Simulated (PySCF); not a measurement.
C₄H₇O (doublet state).
Structure used (GFN2-xTB), in Å, numbered top down from 1:
```
atom  x, y, z in Å
C1    -1.5490   -0.2464    0.0544
C2    -0.0588   -0.5219    0.2008
C3     0.7698    0.7250   -0.1479
C4     2.2323    0.5337   -0.0289
O5     2.9066   -0.3956    0.2869
H6    -2.1228   -1.1361    0.3028
H7    -1.8587    0.5577    0.7189
H8    -1.7876    0.0409   -0.9676
H9     0.2359   -1.3406   -0.4585
H10    0.1668   -0.8217    1.2258
H11    0.4989    1.5592    0.5053
H12    0.5678    1.0451   -1.1738
```

The hyperfine couplings belong to this conformer and change with its torsions.

Identity: `CCC[C]=O` [radical].

Method used: UKS B3LYP, pcH-1 on C H O, non-relativistic, mean-field spin-orbit, GIAO in PySCF. Isolated species at its GFN2-xTB geometry (one conformer only). The geometry wasn't refined by DFT: couplings that depend on bond lengths, twists or pyramidal angles can differ widely from those at the functional's own minimum. The SCF solution wasn't tested for stability.

Match the computed a_iso(13C) values +337.5, +133.9, +21.6, +6.3 MHz with the sites C1; C2; C3; C4.

```csv
site,a_iso (MHz),ρ(0) (bohr⁻³),position,distance from C4 (Å),spin population,largest |T| (MHz)
C1,+6.3,+0.0056,3 bonds from C4,3.86,0.00,2.0
C2,+21.6,+0.0192,2 bonds from C4,2.53,+0.05,9.9
C3,+133.9,+0.1191,1 bond from C4,1.48,+0.05,26.2
C4,+337.5,+0.3002,largest spin population,0.00,+0.67,103.9
```

Match the computed a_iso(1H) values -5.6, +4.3, -3.1 MHz (means over equivalent nuclei) with the sites H6/H7/H8; H9/H10; H11/H12.

| site | a_iso (MHz) | ρ(0) (bohr⁻³) | position | distance from C4 (Å) | bound to | spin population there | largest \|T\| (MHz) |
| --- | --- | --- | --- | --- | --- | --- | --- |
| H6/H7/H8 | +4.3 | +0.0010 | 4 bonds from C4 | 4.33 | C1 | 0.00 | 2.2 |
| H9/H10 | -3.1 | -0.0007 | 3 bonds from C4 | 2.77 | C2 | +0.05 | 5.1 |
| H11/H12 | -5.6 | -0.0012 | 2 bonds from C4 | 2.08 | C3 | +0.05 | 14.6 |

ρ(0) is the spin density at the nucleus and T the dipolar tensor; entries for several nuclei are means. The Mulliken spin populations are largest on C4 (+0.67) and O5 (+0.24).

The spin density at the nucleus, in bohr⁻³, is negative for H11/H12 (-0.0012), for instance. A restricted open-shell determinant has no negative spin density anywhere; here it arises because α and β orbitals differ (spin polarisation).

Class means assume fast exchange of nuclei equivalent by connectivity; if that motion is slow, each nucleus keeps its own coupling. The three 1H nuclei of mean +4.3 MHz run from 0.9 to 11.2 MHz in the frozen geometry.
